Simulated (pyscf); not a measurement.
Thermochemistry of product channels of H₃C–Cl (SMILES CCl) + F–C:–F (SMILES F[C]F) [singlet] on the singlet surface, in eV, from ωB97M-D3(BJ)/def2-TZVP energies (ideal gas, 1 atm, RRHO with modes under 100 cm⁻¹ raised to 100, one conformer, R ln 2 for chiral ones without a mode under 150 cm⁻¹). Single points on ωB97X-D3(BJ)/def2-SVP structures (PySCF, gas phase).

```csv
products,ΔE,ΔH(298 K),ΔG(298 K),ΔG(600 K)
CH₂ (SMILES [CH2]) [singlet] + F–CH(F)–Cl (SMILES FC(F)Cl),+2.51,+2.40,+2.42,+2.42
H₃C–C(F)(F)–Cl (SMILES CC(F)(F)Cl),-2.72,-2.61,-2.09,-1.57
F–C(F)=CH–Cl (SMILES FC(F)=CCl) + H₂ (SMILES [H][H]),-0.53,-0.69,-0.56,-0.45
H₂C=C(F)–F (SMILES C=C(F)F) + HCl (SMILES Cl),-1.60,-1.63,-1.56,-1.50
F–CH(F)–CH₂–Cl (SMILES FC(F)CCl),-2.48,-2.32,-1.82,-1.31
```

These are energies of the channels, which say nothing of barriers. CH₂ [singlet] is an excited spin state, 0.39 eV over the triplet at ωB97X-D3(BJ)/def2-TZVP. A restricted singlet here is unstable towards spin polarisation, as is usual where a triplet lies low; its energy is less safe.
